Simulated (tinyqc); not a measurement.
Worked calculation: geometry optimisation on the UHF/sto-6g surface (energies and gradients from PySCF), for H2O, spin multiplicity 3. Computed by tinyqc, a small Python program that keeps every step (integrals from PySCF). Settings: charge = 0, multiplicity = 3, basis = sto-6g, optimiser = bfgs, first Hessian = 0.3, largest step = 0.5, iteration cap = 30. Command: `OMP_NUM_THREADS=1 python tinyqc.py 28750 28751 out.jsonl` (the two numbers bound the seeds that draw the settings). One thread of a shared host (Intel(R) Xeon(R) Processor @ 2.60GHz), about 4 s of CPU time with the checks.

positions at the start (bohr):
```
            x          y         z
1O  -0.028346   0.056692  0.020787
2H   0.043464   1.417295  1.169740
3H  -0.009449  -1.277455  1.118718
```

Stop when the largest gradient component is below 3e-5 hartree/bohr. The inverse Hessian follows the BFGS update with s = step, y = change of gradient.

Course of the optimisation:
```
step   E (hartree)  largest gradient (hartree/bohr)
1     -75.26054933                         4.21e-01
2     -75.46153273                         1.70e-01
3     -75.51292770                         1.50e-01
4     -75.53134285                         3.05e-02
5     -75.53571567                         2.32e-02
6     -75.54306555                         1.15e-02
7     -75.54603968                         6.51e-03
8     -75.54787831                         3.62e-03
9     -75.54879257                         2.23e-03
10    -75.54925498                         2.52e-03
11    -75.54949194                         9.73e-04
12    -75.54960498                         2.70e-03
13    -75.54967103                         1.17e-03
14    -75.54969032                         4.34e-03
15    -75.54970670                         9.27e-04
16    -75.54971585                         1.77e-04
17    -75.54972300                         1.29e-03
18    -75.54972616                         7.72e-04
19    -75.54972872                         4.36e-04
20    -75.54973013                         3.64e-04
21    -75.54973108                         1.96e-04
22    -75.54971979                         3.66e-03
23    -75.54973127                         1.50e-04
24    -75.54973143                         1.12e-04
25    -75.54972658                         2.50e-03
26    -75.54973159                         1.36e-04
27    -75.54973173                         1.06e-04
28    -75.54972674                         2.48e-03
29    -75.54973183                         1.04e-04
30    -75.54973192                         8.08e-05
```

Can the last value be used, and what does the course show?

Not by the stop rule, although the second column moves by less than 1e-05 over the last three steps. Not converged within 30 steps: the energy rises at some steps, so steps overshoot. Reruns: method bfgs, first Hessian 0.6, largest step 0.3: converged in 23 (E = -75.54973).
